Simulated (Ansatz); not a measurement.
**CH₅BS (SMILES CBS): a rigid scan of the angle H6–C1–H4**

One table from this session's results is given with a row withheld; the runs are named, their logs left out.

Program: Ansatz 0.2.0, Gaussian basis. Level of theory: single points in def2-TZVPP. These are calculated values, not measurements.

Levels: PBE-D4, r2SCAN-D4, PBE0-D4, B3LYP-D4, wB97M-V, Hartree-Fock, MP2, CCSD, CCSD(T). The scan takes 78.4, 85.9, 93.4, 100.9, 108.4, 115.9, 123.4, 130.9, 138.4°.

Cores are frozen in the correlated methods. B3LYP uses VWN-RPA correlation.

28 further runs of the same task are left out: 28 set aside as unsound or not needed.

### Where the work starts

8 atoms, charge 0, spin multiplicity 1.

Atoms are counted from 1 here; the program's logs count them from 0.

Bond lengths: C1–B2 1.518 Å, C1–H4 1.057 Å, C1–H5 1.151 Å, C1–H6 1.146 Å, B2–S3 1.867 Å, B2–H7 1.203 Å, S3–H8 1.367 Å. Angles: B2–C1–H4 111.4°, B2–C1–H5 112.0°, B2–C1–H6 112.8°, H4–C1–H5 106.1°, H4–C1–H6 108.7°, H5–C1–H6 105.4°, C1–B2–S3 119.1°, C1–B2–H7 121.1°, S3–B2–H7 119.8°, B2–S3–H8 92.5°.

Coordinates:

```xyz
8

C    -0.5866    0.7058   -0.2726
B     0.6886   -0.0854   -0.0417
S     0.7810   -1.2520    1.4134
H    -1.4142    0.0661   -0.4273
H    -0.5181    1.3713   -1.2096
H    -0.8294    1.4188    0.5905
H     1.6324    0.0286   -0.7784
H     0.3385   -2.3103    0.6700
```

Set-up of the first run:

File pre/in.yaml:

```yaml
crystal:
  periodic: [false, false, false]
  atoms:
    - {symbol: C, position_ang: [-0.586600, 0.705800, -0.272600]}
    - {symbol: B, position_ang: [0.688600, -0.085400, -0.041700]}
    - {symbol: S, position_ang: [0.781000, -1.252000, 1.413400]}
    - {symbol: H, position_ang: [-1.414200, 0.066100, -0.427300]}
    - {symbol: H, position_ang: [-0.518100, 1.371300, -1.209600]}
    - {symbol: H, position_ang: [-0.829400, 1.418800, 0.590500]}
    - {symbol: H, position_ang: [1.632400, 0.028600, -0.778400]}
    - {symbol: H, position_ang: [0.338500, -2.310300, 0.670000]}
basis:
  gaussian: {orbitals: def2-SVP}
hamiltonian: {xc: pbe, dispersion: d4}
relax: {f_tol: 0.03, max_steps: 250}
```

No record of the launch command was kept for these runs.

Steps of the session up to this table: A first relaxation in a small basis; Finding the minimum; Reference energies at the minimum; H6–C1–H4 = 78.4°; H6–C1–H4 = 85.9°; H6–C1–H4 = 93.4°; H6–C1–H4 = 100.9°; H6–C1–H4 = 108.4°; H6–C1–H4 = 115.9°; H6–C1–H4 = 123.4°; H6–C1–H4 = 130.9°; H6–C1–H4 = 138.4°.

One of the session's tables, all rows but one given; the rest of the session is left out.

It belongs to the step «The curves». Energies less that of the minimum at the same level (meV):

```
      angle (°)  PBE-D4  PBE0-D4  B3LYP-D4  wB97M-V  Hartree-Fock
           78.4     672      702       711      703           810
           85.9     377      395       399      396           458
           93.4     167      176       177      177           205
          100.9       ?        ?         ?        ?             ?
          108.4       0        0         0        0             0
108.4 (minimum)       0        0         0        0             0
          115.9      43       44        45       42            49
          123.4     170      174       179      172           200
          130.9     379      391       400      387           451
          138.4     670      693       707      688           801
```

Q: Estimate the row for angle (°) = 100.9 from the others.

Worked estimate for «PBE-D4». A straight line through the neighbours (93.4, 167) and (108.4, 0) gives 167 + (0 − 167) × (100.9 − 93.4) / (108.4 − 93.4) = 84; a parabola fitted to 4 rows on both sides gives 41.

**Answer.** PBE-D4: 41; PBE0-D4: 44; B3LYP-D4: 44; wB97M-V: 45; Hartree-Fock: 52. In «PBE-D4» the line misses by +43 and the parabola by +0.
